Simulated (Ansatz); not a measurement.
**HAlGa: how the atomization moves with the basis**

HAlGa, doublet; coordinates (Å): Al 0.000 0.000 0.350; Ga 0.000 0.000 -2.321; H 0.000 0.000 1.971. Quantity: atomization.

Ansatz 0.2.0, basis 6-31G or cc-pVDZ or cc-pVTZ; geometries are PBE0/def2-TZVP minima. Wave-function levels freeze the cores with the filled d shells of p-block atoms; HF, MP2 and coupled cluster are restricted for singlets and unrestricted otherwise, atoms included (their steps beyond CCSDT(Q) come from restricted open-shell runs), restricted open-shell where a d shell is frozen, Kohn–Sham unrestricted where that lies lower. The reference is CCSDT(Q) or full CI (coupled cluster only where its series has nearly closed). Semilocal and hybrid functionals correlate all electrons outside any core potential and usually lie nearer their basis limit than the reference, so part of their error here is the reference's basis and frozen-core error; RPA and the MP2 part of double hybrids freeze the same cores as the reference. None of these values is a measured one. Energies are electronic, without zero-point terms. No spin–orbit coupling and no scalar relativity. The species are chosen: bound, without strong static correlation by their natural occupations or amplitudes, in their lowest spin state as far as vertical gaps and like structures tell, and with a ladder that closes on the reference, so errors are smaller than for species at large; levels whose determinant breaks symmetry or spin markedly are left out.

| level | 6-31G (kJ/mol) | cc-pVDZ (kJ/mol) | cc-pVTZ (kJ/mol) |
| --- | --- | --- | --- |
| reference | 300.1 (full CI) | 356.0 (CCSDT(Q)) | 387.5 (CCSDT(Q)) |
| CCSD(T) | 297.4 | 353.3 | 384.9 |
| CCSDT | 299.7 | 355.4 | 386.6 |
| PBE | 395.8 | 403.0 | 409.2 |
| PBE0 | 380.5 | 392.0 | 398.2 |
| B3LYP | 378.4 | 388.2 | 395.1 |
| wB97M-V | 373.8 | 387.2 | 391.7 |
| RPA-PBE | 279.9 | 340.1 | 361.3 |

From 6-31G to cc-pVTZ the reference moves by 87.4 kJ/mol and PBE by 13.4; the step from CCSD(T) to the reference is 2.7 in the first and 2.6 in the last.
